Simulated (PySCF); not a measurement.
**SFOH: singlet, from a bent start**

Aim: relax SFOH as a singlet from a bent start, check by its vibrations whether the end is a minimum, and collect its spectrum and constants.

Program: PySCF 2.14.0. Level of theory: PBE0, basis S def2-TZVP, F def2-TZVP, O def2-TZVP, H def2-TZVP, no relativity, density fitting. These are calculated values, not measurements.

### Step 1. Starting geometry

4 atoms, charge 0, spin multiplicity 1.

Bond lengths: S1–F2 1.670 Å, S1–O3 1.660 Å, O3–H4 0.960 Å. Angles: F2–S1–O3 110.0°, S1–O3–H4 130.0°.

Coordinates in bohr (charge 0 multiplicity 1):
```
S     0.0000    0.0000    0.0000
F     2.5851    0.0000    1.8102
O    -2.5696    0.0000    1.7992
H    -3.5249    1.3897    2.4682
```

### Step 2. First SCF at the start

One driver script runs all steps and calls PySCF; scf.py shows how it sets up the SCF of each step. The optimiser is the driver's own. After this first run the driver tries any further starts and a stability analysis.

scf.py reads:

```python
from pyscf import gto, scf, dft
mol = gto.M(atom='''
S      0.000000     0.000000     0.000000
F      1.368000     0.000000     0.957900
O     -1.359800     0.000000     0.952100
H     -1.865300     0.735400     1.306100''',
    basis={'S': 'def2-TZVP', 'F': 'def2-TZVP', 'O': 'def2-TZVP', 'H': 'def2-TZVP'},
    charge=0, spin=0)
mf = dft.RKS(mol, xc='PBE0')
mf.grids.atom_grid = (50, 194)
aux = {'S': 'def2-universal-JKFIT', 'F': 'def2-universal-JKFIT', 'O': 'def2-universal-JKFIT', 'H': 'def2-universal-JKFIT'}
mf = mf.density_fit(auxbasis=aux)
mf.conv_tol = 1e-08
mf.diis_space = 10
mf.max_cycle = 60
mf.init_guess = 'minao'
mf.verbose = 4
mf.kernel()
```

The run is started by

```console
$ OMP_NUM_THREADS=2 python axn.py task.json out
```

The runs that follow: Relaxing the singlet from the bent start; Vibrations and properties at this point.

Before running it: what results should come out? Wanted: minimum; geometry; wavenumbers; dipole moment; highest occupied, lowest empty level; polar-tensor charge of S1; zero-point energy; atomisation energy.

As calculated:

| quantity | value |
| --- | --- |
| minimum | singlet, C1 |
| geometry | O–H 0.966 Å, S–F 1.615 Å, S–O 1.611 Å; F–S–O 101.3°, H–O–S 109.5° |
| wavenumbers (cm⁻¹) | 355 (a), 577 (a), 794 (a), 877 (a), 1200 (a), 3775 (a) |
| dipole moment | 2.03 D |
| highest occupied, lowest empty level | -6.81, -0.79 eV |
| polar-tensor charge of S1 | +0.82 e |
| zero-point energy | 45.3 kJ/mol |
| entropy at 298.15 K | 265.5 J/(mol K) |
| atomisation energy (no zero-point energy) | 1128 kJ/mol |

What this shows: The bent start ends in a minimum without symmetry. In the infrared the band at 794 cm⁻¹ (a) leads. Other starts or spin states, not run here, may lie lower.
